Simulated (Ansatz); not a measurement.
HCP, singlet: energies of several shapes or isomers

Program: Ansatz, Gaussian basis, development build. Basis cc-pVTZ on H/C, cc-pV(T+d)Z on P, nonrelativistic, 6 orbitals frozen in the corrections; active space CAS(10,9). Restricted Hartree–Fock, then the lowest state-specific CASSCF solution met for each case. Single-reference values can break down or jump between states where bonds are stretched. Unlike active orbitals can shift such differences by tenths of an eV, at times by over 1 eV.

Case A:

```xyz
3

H     0.0000    0.0000   -1.0690
C     0.0000    0.0000    0.0000
P     0.0000    0.0000    2.1560
```

Case B:

```xyz
3

H     0.0000    0.0000   -1.0690
C     0.0000    0.0000    0.0000
P     0.0000    0.0000    1.3860
```

Case C:

```xyz
3

H     0.0000    0.0000   -1.0690
C     0.0000    0.0000    0.0000
P     0.0000    0.0000    1.5400
```

Case D. A bond is stretched, to 2.10 times the sum of the covalent radii.

```tsv
atom	x (Å)	y (Å)	z (Å)
H	0.0000	0.0000	-1.0690
C	0.0000	0.0000	0.0000
P	0.0000	0.0000	3.8500
```

Case E:

```xyz
3

H     0.0000    0.0000   -1.0690
C     0.0000    0.0000    0.0000
P     0.0000    0.0000    1.7710
```

Case F. A bond is stretched, to 1.51 times the sum of the covalent radii.

```xyz
3

H     0.0000    0.0000   -1.0690
C     0.0000    0.0000    0.0000
P     0.0000    0.0000    2.7720
```

Energy less that of case A, in eV:

```csv
case,RHF/ROHF,CASSCF
B,-4.983,-2.655
C,-5.638,-3.720
D,+5.445,+3.341
E,-3.994,-2.839
F,+3.509,+2.683
```

Problem. What does SC-NEVPT2 give for these differences?

Solution. B: -2.709 eV; C: -3.754 eV; D: +3.785 eV; E: -2.855 eV; F: +2.898 eV.

Problem. Which case is lowest, and do the methods agree?

Solution. C is lowest in SC-NEVPT2. Of the methods shown, RHF/ROHF, CASSCF agree.
